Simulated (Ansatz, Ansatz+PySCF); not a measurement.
```xyz
3

H     0.0000    0.0000   -1.7008
C     0.0000    0.0000   -0.5334
C     0.0000    0.0000    0.8169
```

RHF on singlet C₂H(-) was run in several spherical basis sets with Ansatz (development build ahead of 0.2.0). Caution: no diffuse functions for an anion.

Task: Rank the basis sets by the total energy that they give, lowest first, with the distance from the lowest.
A. cc-pVDZ
B. 6-31G(d)
C. def2-SVP
D. cc-pVTZ
E. def2-TZVP

Result: E (0.00 eV), D (0.18 eV), A (0.86 eV), B (1.52 eV), C (2.66 eV).

Totals follow the description of the cores as much as that of the bonds, so this order isn't one of quality for chemistry.
